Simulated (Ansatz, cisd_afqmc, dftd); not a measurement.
Reaction: BeH (SMILES [BeH], doublet) → BeH+ (parent SMILES [BeH], singlet) + e-
Each species at its own B3LYP-D3(BJ)/def2-TZVP minimum (Ansatz, a first-principles code).

Quantity: adiabatic ionisation energy (electronic), in eV. UHF or UKS for unpaired electrons; spin-orbit terms are left out. Correlated methods leave the cores frozen. No relativity. AFQMC/CISD: phaseless, guided by CISD from CCSD amplitudes; bars are statistical, one sigma. Outlying blocks are dropped, and bars are widened where a walk drifts. Over all cases where full CI ran beside it in this data, AFQMC minus full CI had a median of +0.1 mEh and passed +0.4 mEh in a tenth of the cases. CBS(X,Y): correlation extrapolated as X^-3, Hartree-Fock from the larger set. A bracket is a step between two methods taken in the basis named. Double hybrids freeze cores in their MP2 part. Full CI freezes restricted core orbitals, also for open shells; the composite that ends in it estimates full CI at the basis-set limit. Where a partner has so few electrons that a lower coupled-cluster level is exact, that level stands in.

| level | program | adiabatic ionisation energy (eV) | difference against the last row |
|---|---|---|---|
| HF/def2-SVP | Ansatz | 8.13 | -0.16 |
| PBE-D3(BJ)/def2-TZVPD | Ansatz + dftd3 | 8.42 | 0.13 |
| B2PLYP-D3(BJ)/def2-TZVPD | Ansatz + dftd3 | 8.33 | 0.04 |
| B2GP-PLYP/def2-TZVPD | Ansatz | 8.32 | 0.03 |
| MP2/CBS(def2-TZVPP,def2-QZVPP) | Ansatz | 8.25 | -0.04 |
| CCSD/def2-QZVPP | Ansatz | 8.27 | -0.02 |
| CCSD(T)/def2-QZVPP | Ansatz | 8.29 | 0.00 |
| AFQMC/CISD/def2-TZVPP | cisd_afqmc | 8.29 ± 0.01 | 0.00 |
| AFQMC/CISD/def2-QZVPP | cisd_afqmc | 8.29 ± 0.01 | 0.00 |
| FCI/def2-TZVPP | Ansatz | 8.29 | 0.00 |
| CCSD(T)/CBS(def2-TZVPP,def2-QZVPP) + [AFQMC/CISD - CCSD(T)]/def2-QZVPP | Ansatz + cisd_afqmc | 8.29 ± 0.01 | 0.00 |
| CCSD(T)/CBS(def2-TZVPP,def2-QZVPP) + [FCI - CCSD(T)]/def2-QZVPP | Ansatz | 8.29 | 0.00 |
